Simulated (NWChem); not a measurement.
Everything below was run with NWChem. System: HO, charge 0, spin multiplicity 2, at a geometry optimised with UPBE0/def2-SVP. The structure started from a generated list of species. Its SCF solution wasn't tested for a lower state. Level: URI-MP2/cc-pVTZ, 1 core orbitals frozen.

Job file:

```
start mol
memory heap 200 mb stack 900 mb global 1100 mb
geometry units angstroms nocenter noautoz
  O      0.000000     0.000000     0.108493
  H      0.000000     0.000000    -0.867944
  symmetry group C2v
end
basis spherical
  * library cc-pvtz
end
basis "ri-mp2 basis" spherical
  * library cc-pvtz-ri
end
scf
  uhf
  nopen 1
  maxiter 100
  thresh 1e-7
  semidirect memsize 60000000 filesize 0
  # guess.movecs holds the orbitals of an unrestricted PBE0 run
  vectors input guess.movecs output mol.movecs
end
mp2
  freeze core 1
end
task rimp2 energy
```

Output (cleaned and shortened):

```
             Northwest Computational Chemistry Package (NWChem) 7.3.0
             --------------------------------------------------------

                                NWChem Input Module
                                -------------------

 Scaling coordinates for geometry "geometry" by  1.889725989
 (inverse scale =  0.529177249)

 Turning off AUTOSYM since
 SYMMETRY directive was detected!

                             Geometry "geometry" -> ""
                             -------------------------

 Output coordinates in angstroms (scale by  1.889725989 to convert to a.u.)

  No.       Tag          Charge          X              Y              Z
 ---- ---------------- ---------- -------------- -------------- --------------
    1 O                    8.0000     0.00000000     0.00000000     0.10849300
    2 H                    1.0000     0.00000000     0.00000000    -0.86794400

 Effective nuclear repulsion energy (a.u.)       4.3355771975

            Nuclear Dipole moment (a.u.)
            ----------------------------
        X                 Y               Z
 ---------------- ---------------- ----------------
     0.0000000000     0.0000000000     0.0000000000

      Symmetry information
      --------------------

 Group name             C2v
 Group number             16
 Group order               4
 No. of unique centers     2

      Symmetry unique atoms

     1    2


 Summary of "ao basis" -> "" (spherical)
 ------------------------------------------------------------------------------
       Tag                 Description            Shells   Functions and Types
 ---------------- ------------------------------  ------  ---------------------
 *                          cc-pvtz                   on all atoms

 Summary of "ri-mp2 basis" -> "" (spherical)
 ------------------------------------------------------------------------------
       Tag                 Description            Shells   Functions and Types
 ---------------- ------------------------------  ------  ---------------------
 *                         cc-pvtz-ri                 on all atoms

 Summary of "ao basis" -> "ao basis" (spherical)
 ------------------------------------------------------------------------------
       Tag                 Description            Shells   Functions and Types
 ---------------- ------------------------------  ------  ---------------------
 O                          cc-pvtz                 10       30   4s3p2d1f
 H                          cc-pvtz                  6       14   3s2p1d

                                 NWChem SCF Module
                                 -----------------

  ao basis        = "ao basis"
  functions       =    44
  atoms           =     2
  alpha electrons =     5
  beta  electrons =     4
  charge          =   0.00
  wavefunction    = UHF
  use symmetry    = T
  symmetry adapt  = T

 Summary of "ao basis" -> "ao basis" (spherical)
 ------------------------------------------------------------------------------
       Tag                 Description            Shells   Functions and Types
 ---------------- ------------------------------  ------  ---------------------
 O                          cc-pvtz                 10       30   4s3p2d1f
 H                          cc-pvtz                  6       14   3s2p1d

      Symmetry analysis of basis
      --------------------------

        a1         20
        a2          4
        b1         10
        b2         10

 Forming initial guess at       0.0s

   Symmetry analysis of molecular orbitals - initial alpha
   -------------------------------------------------------

  Numbering of irreducible representations:

     1 a1          2 a2          3 b1          4 b2

  Orbital symmetries:

     1 a1          2 a1          3 a1          4 b1          5 b2
     6 a1          7 a1          8 a1          9 b1         10 b2
    11 b1         12 b2         13 a1         14 a1         15 a2

   Symmetry analysis of molecular orbitals - initial beta
   ------------------------------------------------------

  Numbering of irreducible representations:

     1 a1          2 a2          3 b1          4 b2

  Orbital symmetries:

     1 a1          2 a1          3 a1          4 b2          5 b1
     6 a1          7 a1          8 a1          9 b2         10 b1
    11 b2         12 b1         13 a1         14 a1         15 a2

 Starting SCF solution at       0.0s

 ----------------------------------------------
         Quadratically convergent UHF

 Convergence threshold     :          1.000E-07
 Maximum no. of iterations :          100
 Integral*density screening:          1.000E-09
 ----------------------------------------------

              iter       energy          gnorm     gmax       time
             ----- ------------------- --------- --------- --------
                 1      -75.4152102168  3.11D-01  8.52D-02      0.1
                 2      -75.4188727916  2.51D-02  8.22D-03      0.1
                 3      -75.4189751052  5.01D-04  2.17D-04      0.1
                 4      -75.4189751990  1.42D-07  4.69D-08      0.1
                 5      -75.4189751990  8.81D-09  2.98D-09      0.1

       Final UHF  results
       ------------------

         Total SCF energy =    -75.418975199049
      One electron energy =   -112.659245580396
      Two electron energy =     32.904693183845
 Nuclear repulsion energy =      4.335577197502

                       Sz =      0.5000
                 Sz(Sz+1) =      0.7500
                      S^2 =      0.7561

        Time for solution =      0.1s

       Symmetry analysis of molecular orbitals - alpha
[...]
     4      2.545110  1 O  s                 13     -2.505146  1 O  pz
    32     -2.442136  2 H  s                 39     -1.352952  2 H  pz
    33     -0.787792  2 H  s                 21      0.329245  1 O  d  0
     7      0.235718  1 O  pz                 2      0.172797  1 O  s

                     UHF Final Beta Molecular Orbital Analysis
                     -----------------------------------------

 Vector    2  Occ=1.000000D+00  E=-1.223512D+00  Symmetry=a1
              MO Center=  4.8D-17, -1.6D-16, -9.1D-02, r^2= 4.9D-01
   Bfn.  Coefficient  Atom+Function         Bfn.  Coefficient  Atom+Function
  ----- ------------  ---------------      ----- ------------  ---------------
     2      0.513145  1 O  s                  4      0.310319  1 O  s

 Vector    3  Occ=1.000000D+00  E=-6.316515D-01  Symmetry=a1
              MO Center= -2.2D-16,  1.9D-15,  3.6D-02, r^2= 7.4D-01
   Bfn.  Coefficient  Atom+Function         Bfn.  Coefficient  Atom+Function
  ----- ------------  ---------------      ----- ------------  ---------------
    10      0.356930  1 O  pz                 7      0.294344  1 O  pz
     4      0.278658  1 O  s                 32     -0.264475  2 H  s
    13      0.227614  1 O  pz                 2      0.182213  1 O  s
    31     -0.158852  2 H  s

 Vector    4  Occ=1.000000D+00  E=-5.093738D-01  Symmetry=b2
              MO Center=  2.8D-16, -6.0D-15,  7.9D-02, r^2= 6.2D-01
   Bfn.  Coefficient  Atom+Function         Bfn.  Coefficient  Atom+Function
  ----- ------------  ---------------      ----- ------------  ---------------
     9      0.451680  1 O  py                12      0.382687  1 O  py
     6      0.363411  1 O  py

 Vector    5  Occ=0.000000D+00  E= 1.132336D-01  Symmetry=b1
              MO Center=  6.0D-15, -2.7D-17,  6.5D-02, r^2= 9.5D-01
   Bfn.  Coefficient  Atom+Function         Bfn.  Coefficient  Atom+Function
  ----- ------------  ---------------      ----- ------------  ---------------
    11      0.612537  1 O  px                 8      0.294818  1 O  px
     5      0.277266  1 O  px

 Vector    6  Occ=0.000000D+00  E= 1.509108D-01  Symmetry=a1
              MO Center= -2.8D-15,  6.3D-16, -1.2D+00, r^2= 2.9D+00
   Bfn.  Coefficient  Atom+Function         Bfn.  Coefficient  Atom+Function
  ----- ------------  ---------------      ----- ------------  ---------------
    33      1.610491  2 H  s                  4     -1.163904  1 O  s
    13      0.563262  1 O  pz                32      0.270609  2 H  s
    39      0.225952  2 H  pz                10      0.202475  1 O  pz

 Vector    7  Occ=0.000000D+00  E= 5.577991D-01  Symmetry=a1
              MO Center= -1.0D-14,  9.0D-15, -6.8D-01, r^2= 1.8D+00
   Bfn.  Coefficient  Atom+Function         Bfn.  Coefficient  Atom+Function
  ----- ------------  ---------------      ----- ------------  ---------------
    32      1.990322  2 H  s                 33     -0.924148  2 H  s
    13      0.864017  1 O  pz                 4     -0.471019  1 O  s
    10      0.260538  1 O  pz                39     -0.184620  2 H  pz

 center of mass
 --------------
 x =   0.00000000 y =   0.00000000 z =   0.09564922

 moments of inertia (a.u.)
 ------------------
           3.228005521216           0.000000000000           0.000000000000
           0.000000000000           3.228005521216           0.000000000000
           0.000000000000           0.000000000000           0.000000000000

  Mulliken analysis of the total density
  --------------------------------------

    Atom       Charge   Shell Charges
 -----------   ------   -------------------------------------------------------
    1 O    8     8.25   1.95  1.05  0.25  0.64  1.21  1.99  1.15  0.00  0.01  0.00
    2 H    1     0.75   0.25  0.39  0.03  0.02  0.05  0.01

  Mulliken analysis of the alpha density
  --------------------------------------

    Atom       Charge   Shell Charges
 -----------   ------   -------------------------------------------------------
    1 O    8     4.65   0.97  0.54  0.13  0.31  0.76  1.25  0.67  0.00  0.01  0.00
    2 H    1     0.35   0.12  0.18  0.01  0.01  0.03  0.00

   Mulliken analysis of the beta density
   -------------------------------------

    Atom       Charge   Shell Charges
 -----------   ------   -------------------------------------------------------
    1 O    8     3.61   0.98  0.51  0.12  0.33  0.45  0.75  0.47  0.00  0.01  0.00
    2 H    1     0.39   0.13  0.21  0.02  0.01  0.02  0.00

   Mulliken analysis of the spin density
   -------------------------------------

    Atom       Charge   Shell Charges
 -----------   ------   -------------------------------------------------------
    1 O    8     1.04  -0.00  0.03  0.01 -0.01  0.31  0.50  0.20 -0.00  0.00 -0.00
    2 H    1    -0.04  -0.01 -0.03 -0.01  0.00  0.01  0.00

       Multipole analysis of the density wrt the origin
       ------------------------------------------------

     L   x y z        total         alpha         beta         nuclear
     -   - - -        -----         -----         ----         -------
     0   0 0 0     -0.000000     -5.000000     -4.000000      9.000000

     1   1 0 0     -0.000000     -0.000000     -0.000000      0.000000
     1   0 1 0     -0.000000     -0.000000      0.000000      0.000000
     1   0 0 1     -0.704824     -0.453721     -0.251103      0.000000

     2   2 0 0     -3.948838     -2.558056     -1.390782      0.000000
     2   1 1 0     -0.000000     -0.000000     -0.000000      0.000000
     2   1 0 1     -0.000000     -0.000000     -0.000000      0.000000
     2   0 2 0     -4.865694     -2.555435     -2.310259      0.000000
     2   0 1 1     -0.000000     -0.000000     -0.000000      0.000000
     2   0 0 2     -3.285812     -3.252675     -3.059587      3.026451

                               NWChem RI-MP2 Module
                               --------------------

 Summary of "ri-mp2 basis" -> "ri-mp2 basis" (spherical)
 ------------------------------------------------------------------------------
       Tag                 Description            Shells   Functions and Types
 ---------------- ------------------------------  ------  ---------------------
 O                         cc-pvtz-ri               23       81   8s6p5d3f1g
 H                         cc-pvtz-ri               10       30   4s3p2d1f

 SCF Reference Information:
            File: './mol.movecs'
           Title: ''
    Size (AOxMO):     44 x (     44,     44)
       Total Occ:                 5.00,   4.00
 RI-MP2 Calculation Information:
          Nr. of AO basis functions:         44
     Nr. of fitting basis functions:        111
               Nr. of MO spin cases:          2
        Nr. of MOs to be correlated:         43         43
     Nr. of occupied MOs correlated:          4          3
      Nr. of virtual MOs correlated:         39         40

          RI integral approximation: 'V'
    Threshold for Schwarz screening:  1.000E-09
 Smallest eigenvalue retained in fit  1.000E-08
    Type of storage for MO integrals 'EAF library'

 Transformation block size    4, requiring     1 integral passes.
 XForm_3cInts: Completed     1:    4 pass.
 Transformation block size    3, requiring     1 integral passes.
 XForm_3cInts: Completed     1:    3 pass.
 Energy evaluation using block sizes     4    4
 RIMP2_V_E2: Approx. ints. done (    1:    4,    1:    4)
 RIMP2_V_E2: Copy to B done (    1:    4,    1:    4)
 RIMP2_V_E2: Denominators done (    1:    4,    1:    4)
 RIMP2_V_E2: Completed block (    1:    4,    1:    4)
 RIMP2_V_E2: Approx. ints. done (    1:    4,    1:    3)
 RIMP2_V_E2: Copy to B done (    1:    4,    1:    3)
 RIMP2_V_E2: Denominators done (    1:    4,    1:    3)
 RIMP2_V_E2: Completed block (    1:    4,    1:    3)
 RIMP2_V_E2: Approx. ints. done (    1:    3,    1:    3)
 RIMP2_V_E2: Copy to B done (    1:    3,    1:    3)
 RIMP2_V_E2: Denominators done (    1:    3,    1:    3)
 RIMP2_V_E2: Completed block (    1:    3,    1:    3)

          -------------------------------------------
          SCF energy                 -75.418975199049
          Correlation energy          -0.199841859869
          Total MP2 energy           -75.618817058919
          -------------------------------------------

 -----------------------
 Performance information
 -----------------------

 Timer overhead =  9.61D-08 seconds/call

               Nr. of calls         CPU time (s)                 Wall time (s)                GFlops
             ---------------    -------------------     ------------------------------   -------------------
Name         Min   Avg   Max    Min     Avg     Max     Min     Avg     Max   Mx/calls   Min     Max     Sum
Overall       1     1     1   0.19    0.19    0.19     0.19    0.19    0.19    0.19      0.0     0.0     0.0
3c integr     2     2     2   4.93E-2 4.93E-2 4.93E-2  4.93E-2 4.93E-2 4.93E-2 2.47E-2   0.0     0.0     0.0
Energy        1     1     1   4.39E-3 4.39E-3 4.39E-3  4.39E-3 4.39E-3 4.39E-3 4.39E-3   0.0     0.0     0.0
3c integr     2     2     2   4.78E-2 4.78E-2 4.78E-2  4.78E-2 4.78E-2 4.78E-2 2.39E-2   0.0     0.0     0.0
First 2/3     6     6     6   5.24E-4 5.24E-4 5.24E-4  5.25E-4 5.25E-4 5.25E-4 8.74E-5   0.0     0.0     0.0
Final 1/3     2     2     2   4.55E-4 4.55E-4 4.55E-4  4.55E-4 4.55E-4 4.55E-4 2.28E-4   0.0     0.0     0.0
Write 3c      2     2     2   2.72E-4 2.72E-4 2.72E-4  2.72E-4 2.72E-4 2.72E-4 1.36E-4   0.0     0.0     0.0
Read 3c i     3     3     3   1.08E-4 1.08E-4 1.08E-4  1.08E-4 1.08E-4 1.08E-4 3.60E-5   0.0     0.0     0.0
Fitting b     1     1     1   4.47E-3 4.47E-3 4.47E-3  4.47E-3 4.47E-3 4.47E-3 4.47E-3   0.0     0.0     0.0
Schwarz i     1     1     1   2.79E-3 2.79E-3 2.79E-3  2.79E-3 2.79E-3 2.79E-3 2.79E-3   0.0     0.0     0.0
Form 4ci      3     3     3   4.99E-4 4.99E-4 4.99E-4  4.99E-4 4.99E-4 4.99E-4 1.66E-4   0.0     0.0     0.0
Form A &      3     3     3   3.19E-3 3.19E-3 3.19E-3  3.19E-3 3.19E-3 3.19E-3 1.06E-3   0.0     0.0     0.0
Denominat     3     3     3   3.68E-5 3.68E-5 3.68E-5  3.68E-5 3.68E-5 3.68E-5 1.23E-5   0.0     0.0     0.0
Pair Ener     3     3     3   1.61E-4 1.61E-4 1.61E-4  1.61E-4 1.61E-4 1.61E-4 5.36E-5   0.0     0.0     0.0

 The average no. of pstat calls per process was 3.30D+01
 with a timing overhead of 3.17D-06s

 Task  times  cpu:        0.2s     wall:        0.2s

 Total times  cpu:        0.2s     wall:        0.2s
```
